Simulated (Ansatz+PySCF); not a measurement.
Values are calculated unless marked as measured or tabulated.
## Ansatz (development build ahead of 0.2.0) run

```yaml
crystal:
  periodic: [false, false, false]
  atoms:
    - { symbol: "N", position_ang: [0.0, 0.0, 0.12158] }
    - { symbol: H, position_ang: [1.07623, 0.0, -0.34449] }
    - { symbol: H, position_ang: [-0.46792, 0.81047, -0.2837] }
    - { symbol: H, position_ang: [-0.46792, -0.81047, -0.2837] }
basis:
  gaussian: { orbitals: "6-31G" }
hamiltonian:
  xc: hf
correlation:
  method: mp2
  frozen_orbitals: { H: 0, "N": 1 }
scf:
  omitted_lower_state_checks: [stability, starts, atomic_configurations, cluster_reference, orbital_swaps, given_window_search, neighbouring_geometries, increment]
```

The input is written out in the form of the current development build from the run's settings.

Output:

```
Converged                                                          : yes
Reference energy                                                   : -56.14198 hartree
Correlation energy                                                 : -0.12123 hartree
Total energy                                                       : -56.26322 hartree
Spin squared of the determinant                                    : 0.000
Occupied orbitals by symmetry in an Abelian subgroup (alpha; beta) : 4 A' 1 A''; 4 A' 1 A''
```
